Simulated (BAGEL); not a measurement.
# AlPH6 (Al(PH3)H3): PBE0/aug-cc-pVDZ (density fitting with qzvpp-jkfit)

What is the energy change on altering one bond length of AlPH6 (Al(PH3)H3) at PBE0/aug-cc-pVDZ (density fitting with qzvpp-jkfit)? 

The results are computed with BAGEL 1.2.2.

1 further run of the same task is left out (it didn't finish).

**1. The molecule**

AlPH6 has 8 atoms, charge 0, and is taken as a singlet. As SMILES, `[H][Al]([H])([H])<-[PH3]`. Geometry: a GFN2-xTB relaxation, a rough one for these elements and not checked as a minimum.

Bond lengths: Al1–P2 2.511 Å, P2–H3 1.382 Å, P2–H4 1.382 Å, P2–H5 1.382 Å, Al1–H6 1.569 Å, Al1–H7 1.567 Å, Al1–H8 1.569 Å. Some angles: Al1–P2–H3 122.1°, Al1–P2–H4 121.1°, Al1–P2–H5 122.9°, P2–Al1–H6 95.6°, P2–Al1–H7 95.8°, P2–Al1–H8 95.7°, H3–P2–H4 94.5°, H3–P2–H5 94.5°, H4–P2–H5 94.5°, H6–Al1–H7 119.1°.

**2. A single-point energy at PBE0/aug-cc-pVDZ (density fitting with qzvpp-jkfit)**

The input, calc.json:

```json
{ "bagel": [

{
  "title": "molecule",
  "basis": "aug-cc-pvdz.json",
  "df_basis": "qzvpp-jkfit",
  "angstrom": true,
  "geometry": [
    { "atom": "Al", "xyz": [      -0.004720,       0.010610,      -1.471770 ] },
    { "atom": "P", "xyz": [      -0.004240,      -0.001220,       1.038800 ] },
    { "atom": "H", "xyz": [       0.670990,       0.952590,       1.777140 ] },
    { "atom": "H", "xyz": [       0.509580,      -1.071000,       1.747700 ] },
    { "atom": "H", "xyz": [      -1.162200,       0.080150,       1.789520 ] },
    { "atom": "H", "xyz": [       1.557000,      -0.010290,      -1.624410 ] },
    { "atom": "H", "xyz": [      -0.766580,       1.371240,      -1.623740 ] },
    { "atom": "H", "xyz": [      -0.799830,      -1.332080,      -1.633240 ] }
  ]
},

{
  "title": "ks",
  "xc_func": "pbe0"
},

{
  "title": "print",
  "file": "orbitals.molden",
  "orbitals": true
}

]}
```

The basis set aug-cc-pVDZ is read from a file made from the Basis Set Exchange's data (not shown).

Started as:

```sh
$ BAGEL_NUM_THREADS=1 BAGEL calc.json > calc.out
```

The program printed:

```text
* using 1 threads per process

  ===============================================================
  ===============================================================

  *** Geometry ***

  { "atom" : "Al", "xyz" : [     -0.008920,      0.020050,     -2.781242 ] },
  { "atom" : "P", "xyz" : [     -0.008012,     -0.002305,      1.963047 ] },
  { "atom" : "H", "xyz" : [      1.267987,      1.800134,      3.358308 ] },
  { "atom" : "H", "xyz" : [      0.962967,     -2.023897,      3.302674 ] },
  { "atom" : "H", "xyz" : [     -2.196240,      0.151462,      3.381703 ] },
  { "atom" : "H", "xyz" : [      2.942304,     -0.019445,     -3.069690 ] },
  { "atom" : "H", "xyz" : [     -1.448626,      2.591268,     -3.068424 ] },
  { "atom" : "H", "xyz" : [     -1.511460,     -2.517266,     -3.086376 ] },

  Number of auxiliary basis functions:      364

  Since a DF basis is specified, we compute 2- and 3-index integrals:
    o Being stored without compression. Storage requirement is 0.034 GB

  Number of basis functions:      108
  Number of electrons      :       34

    * METHOD: MOLECULE                             0.13

  *** Kohn-Sham DFT ***

    * Removing 12130 points whose weight is below 1.00e-10
    * Grid points: 107118

  === Nuclear Repulsion ===
    87.7767792756

       - DIIS with orbital gradients will be used.

  === KS iteration (pbe0 / aug-cc-pvdz.json) ===
      0       -568.69425907          0.05912767           0.29
      1       -570.13056596          0.07031412           0.28
      2       -573.02126718          0.06975682           0.29
      3       -586.44647282          0.03651440           0.29
      4       -586.95225408          0.01682336           0.28
      5       -586.78609628          0.02463073           0.28
      6       -586.90477576          0.01856107           0.29
      7       -587.08498366          0.00388170           0.28
      8       -587.09443523          0.00045350           0.28
      9       -587.09463672          0.00014419           0.29
     10       -587.09465103          0.00000996           0.29
     11       -587.09465112          0.00000307           0.29
     12       -587.09465113          0.00000031           0.29
     13       -587.09465113          0.00000022           0.28
     14       -587.09465113          0.00000002           0.29
     15       -587.09465113          0.00000000           0.29
    * SCF iteration converged.

    * Permanent dipole moment:
           (   -0.000553,     0.006243,    -1.505728) a.u.

    * METHOD: KS                                   5.04

    * METHOD: PRINT                                0.02

  ===============================================================
```

Run time: 5.4 s. Hardware: 1 thread of Arm Neoverse V2, shared host; peak memory 0.51 GiB.

**3. The distorted shape at the same level**

The input, job.json:

```json
{ "bagel" : [

{
  "title" : "molecule",
  "basis" : "aug-cc-pvdz.json",
  "df_basis" : "qzvpp-jkfit",
  "angstrom" : "true",
  "geometry" : [
    { "atom" : "Al", "xyz" : [      -0.544907,      -0.752443,      -2.062446 ] },
    { "atom" : "P", "xyz" : [      -0.544427,      -0.764273,       0.448124 ] },
    { "atom" : "H", "xyz" : [       0.670990,       0.952590,       1.777140 ] },
    { "atom" : "H", "xyz" : [      -0.030607,      -1.834053,       1.157024 ] },
    { "atom" : "H", "xyz" : [      -1.702387,      -0.682903,       1.198844 ] },
    { "atom" : "H", "xyz" : [       1.016813,      -0.773343,      -2.215086 ] },
    { "atom" : "H", "xyz" : [      -1.306767,       0.608187,      -2.214416 ] },
    { "atom" : "H", "xyz" : [      -1.340017,      -2.095133,      -2.223916 ] }
  ]
},

{
  "title" : "ks",
  "xc_func" : "pbe0"
},

{
  "title" : "print",
  "file" : "orbitals.molden",
  "orbitals" : "true"
}

]}
```

The basis set aug-cc-pVDZ is read from a file made from the Basis Set Exchange's data (not shown).

Started as:

```sh
$ BAGEL_NUM_THREADS=1 BAGEL job.json > job.out
```

The program printed:

```text
* using 1 threads per process

  ===============================================================
  ===============================================================

  *** Geometry ***

  { "atom" : "Al", "xyz" : [     -1.029725,     -1.421911,     -3.897458 ] },
  { "atom" : "P", "xyz" : [     -1.028818,     -1.444267,      0.846832 ] },
  { "atom" : "H", "xyz" : [      1.267987,      1.800134,      3.358308 ] },
  { "atom" : "H", "xyz" : [     -0.057839,     -3.465858,      2.186458 ] },
  { "atom" : "H", "xyz" : [     -3.217045,     -1.290500,      2.265487 ] },
  { "atom" : "H", "xyz" : [      1.921498,     -1.461406,     -4.185906 ] },
  { "atom" : "H", "xyz" : [     -2.469432,      1.149307,     -4.184640 ] },
  { "atom" : "H", "xyz" : [     -2.532265,     -3.959228,     -4.202592 ] },

  Number of auxiliary basis functions:      364

  Since a DF basis is specified, we compute 2- and 3-index integrals:
    o Being stored without compression. Storage requirement is 0.034 GB

  Number of basis functions:      108
  Number of electrons      :       34

    * METHOD: MOLECULE                             0.13

  *** Kohn-Sham DFT ***

    * Removing 11308 points whose weight is below 1.00e-10
    * Grid points: 107940

  === Nuclear Repulsion ===
    84.5705033591

       - DIIS with orbital gradients will be used.

  === KS iteration (pbe0 / aug-cc-pvdz.json) ===
      0       -571.73384170          0.06039433           0.29
      1       -575.09610256          0.06509266           0.28
      2       -572.26962306          0.06548942           0.28
      3       -586.20023667          0.03525788           0.28
      4       -586.94489440          0.00696302           0.28
      5       -586.95251127          0.00602886           0.28
      6       -586.97468850          0.00137336           0.28
      7       -586.97622026          0.00027832           0.28
      8       -586.97628447          0.00011099           0.28
      9       -586.97629148          0.00003088           0.28
     10       -586.97629208          0.00000466           0.28
     11       -586.97629210          0.00000086           0.28
     12       -586.97629210          0.00000025           0.28
     13       -586.97629210          0.00000016           0.28
     14       -586.97629210          0.00000004           0.28
     15       -586.97629210          0.00000001           0.29
    * SCF iteration converged.

    * Permanent dipole moment:
           (    0.161295,     0.245472,    -1.181268) a.u.

    * METHOD: KS                                   5.01

    * METHOD: PRINT                                0.02

  ===============================================================
```

It took 5.4 s on 1 thread of Arm Neoverse V2, shared host; peak memory 0.52 GiB.

**4. Outcome**

At PBE0/aug-cc-pVDZ (density fitting with qzvpp-jkfit):

| quantity | value |
| --- | --- |
| first shape: total energy | -587.09465 Eh |
| first shape: dipole moment | 3.83 D |
| first shape: HOMO energy | -7.90 eV |
| first shape: LUMO energy | -0.61 eV |
| first shape: HOMO–LUMO gap | 7.29 eV |
| distorted shape: total energy | -586.97629 Eh |
| distorted shape: dipole moment | 3.09 D |
| distorted shape: HOMO energy | -8.02 eV |
| distorted shape: LUMO energy | -4.24 eV |
| distorted shape: HOMO–LUMO gap | 3.79 eV |
| energy change with the P2–H3 bond stretched from 1.382 to 2.488 Å | 3.221 eV |

In words: One bond (distorted shape) is far stretched, which a spin-restricted single reference describes badly; a broken-symmetry solution may lie lower. With the P2–H3 bond stretched from 1.382 to 2.488 Å the energy rises by 3.22 eV (311 kJ/mol). The first shape isn't relaxed at this level, so the change isn't measured from a minimum. A restricted reference can't describe the breaking bond well at this length.
